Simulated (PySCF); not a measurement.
## Electric properties by functional and basis

Compound: carbonyl fluoride, CF2O.
SMILES: `O=C(F)F`

PySCF, dipoles from the SCF density, polarisabilities from static response with core orbitals frozen. Geometry: PBE0-D3(BJ)/def2-SVP; no solvent, vibrations or thermal averaging.

Reference dipole: 0.950 D (measured, gas; NIST CCCBDB Release 22 (SRD 101), experimental dipoles). The anisotropy is √(½[(α1 − α2)² + (α2 − α3)² + (α3 − α1)²]).

```tsv
level	μ (D)	error (%)	α (Å³)	anisotropy (Å³)
PBE0/def2-SVPD	1.111	+17.0	2.69	1.12
BHandHLYP/def2-SVPD	1.120	+17.9	2.58	1.07
CAM-B3LYP/def2-SVPD	1.109	+16.8	2.71	1.12
wB97X-D/def2-SVPD	1.127	+18.7	2.70	1.11
LC-wPBE/def2-SVPD	1.117	+17.6	2.70	1.13
PBE0/6-31G*	1.218	+28.2	1.93	1.12
PBE0/def2-SVP	1.115	+17.4	1.83	1.10
PBE0/6-31+G*	1.121	+18.0	2.41	1.29
PBE0/aug-cc-pVDZ	1.126	+18.5	2.65	1.16
PBE0/def2-TZVP	1.154	+21.5	2.36	1.20
PBE0/def2-TZVPD	1.135	+19.5	2.74	1.12
PBE0/aug-cc-pVTZ	1.135	+19.5	2.72	1.13
```

For the dipole, the smallest error is 16.8% (CAM-B3LYP/def2-SVPD) and the largest 28.2% (PBE0/6-31G*). Even the closest misses by 17%. The dipole runs from 1.11 D (CAM-B3LYP/def2-SVPD) to 1.22 D (PBE0/6-31G*). No reference polarisability is at hand; against PBE0 in the largest diffuse basis at hand (aug-cc-pVTZ) the other PBE0 rows deviate by 6-31G* -29%, def2-SVP -33%, 6-31+G* -11%, def2-SVPD -1%, aug-cc-pVDZ -3%, def2-TZVP -13%, def2-TZVPD +1%. In one basis (def2-SVPD) the functionals order the polarisability from BHandHLYP (lowest) to CAM-B3LYP (highest), a spread of 5%. With PBE0 the polarisability is 2.04 Å³ without diffuse functions (mean of 6-31G*, def2-SVP and def2-TZVP) and 2.64 Å³ with them (mean of 6-31+G*, def2-SVPD, aug-cc-pVDZ, def2-TZVPD and aug-cc-pVTZ). Measured values can belong to vibrating molecules; the computed ones are for one fixed geometry.
